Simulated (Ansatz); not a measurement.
# C₃H₆FN: small, medium and large basis sets

How large a basis does C₃H₆FN need? Two functionals are run in growing sets.

Program: Ansatz 0.2.0, Gaussian basis. Level of theory: one geometry, several basis sets. These are calculated values, not measurements.

Levels to be run: PBE0-D4/def2-SVP; ωB97M-V/def2-SVP; PBE0-D4/def2-QZVPP; ωB97M-V/def2-QZVPP; the functionals' def2-TZVPP values are taken from earlier runs.

### Step 1. Structure used throughout

All runs share one geometry, relaxed beforehand with PBE0-D4 in a triple-zeta def2 set.

SMILES `C/C=N/CF`, 11 atoms, charge 0, spin multiplicity 1.

Atoms are counted from 1 here; the program's logs count them from 0.

Bond lengths: C1–C2 1.485 Å, C1–H6 1.094 Å, C1–H7 1.089 Å, C1–H8 1.095 Å, C2–N3 1.262 Å, C2–H9 1.102 Å, N3–C4 1.426 Å, C4–F5 1.373 Å, C4–H10 1.101 Å, C4–H11 1.095 Å. Angles: C2–C1–H6 110.2°, C2–C1–H7 110.6°, C2–C1–H8 110.2°, H6–C1–H7 109.7°, H6–C1–H8 106.7°, H7–C1–H8 109.4°, C1–C2–N3 122.5°, C1–C2–H9 116.4°, N3–C2–H9 121.1°, C2–N3–C4 117.4°, N3–C4–F5 109.2°, N3–C4–H10 113.4°, N3–C4–H11 109.0°, F5–C4–H10 107.4°, F5–C4–H11 107.6°, H10–C4–H11 110.0°.

### Step 2. PBE0-D4 in def2-SVP

Contents of in.yaml:

```yaml
crystal:
  periodic: [false, false, false]
  atoms:
    - {symbol: C, position_ang: [-0.893021, -1.314398, -0.965569]}
    - {symbol: C, position_ang: [-0.054150, -0.490279, -0.059424]}
    - {symbol: N, position_ang: [-0.070979, 0.771010, -0.081569]}
    - {symbol: C, position_ang: [0.749903, 1.454131, 0.862769]}
    - {symbol: F, position_ang: [1.469761, 2.428010, 0.215442]}
    - {symbol: H, position_ang: [-0.263590, -1.993404, -1.548793]}
    - {symbol: H, position_ang: [-1.468931, -0.679030, -1.636854]}
    - {symbol: H, position_ang: [-1.575179, -1.941651, -0.383041]}
    - {symbol: H, position_ang: [0.592391, -1.038874, 0.645152]}
    - {symbol: H, position_ang: [1.469846, 0.795929, 1.373354]}
    - {symbol: H, position_ang: [0.109349, 1.951355, 1.599232]}
basis:
  gaussian: {orbitals: def2-SVP}
hamiltonian: {xc: pbe0, dispersion: d4}
output: {orbitals: {seedname: orbitals}}
```

The runs that follow: ωB97M-V in def2-SVP; PBE0-D4 in def2-QZVPP; ωB97M-V in def2-QZVPP.

Before running them: what should the planned runs give, taken together? Wanted: PBE0-D4: double and triple zeta above quadruple; ωB97M-V: double and triple zeta above quadruple.

The runs gave:

| quantity | value |
| --- | --- |
| PBE0-D4: double and triple zeta above quadruple | 9.02, 0.41 eV |
| ωB97M-V: double and triple zeta above quadruple | 9.34, 0.40 eV |

**Reading.** PBE0-D4 gains 8.61 eV from double to triple zeta, then 0.41 eV more. Total energies overstate the basis error of differences, where much of it tends to cancel.
